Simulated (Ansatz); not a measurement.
Tantalum, bcc: convergence with Methfessel-Paxton smearing

Computed with Ansatz, r²SCAN, scalar-relativistic PAW, on the relaxed cell (a = 3.307 Å; spin not included). Errors count from a run at 500 eV on a Γ-centred 22×22×22 mesh with Fermi-Dirac smearing of 0.1 eV, extrapolated to zero width. Fixed here: cutoff 500 eV, mesh 13×13×13. The SCF starts from atomic densities corrected by a trained network.

```csv
width (eV),E(σ→0) error (meV/atom),F error (meV/atom),P (GPa),SCF iterations
0.01,-2.0,-2.0,-0.06,5
0.03,-2.1,-2.1,-0.06,6
0.1,-2.0,-1.7,0.08,6
0.2,-1.5,-1.5,0.05,6
0.6,-1.2,-4.1,-0.31,6
1.0,-5.7,-16.9,-0.26,6
```

Question: What does the run at 0.3 give (width)?

Answer: E(σ→0) error (meV/atom): -1.5; F error (meV/atom): -1.6; P (GPa): -0.07; SCF iterations: 6.
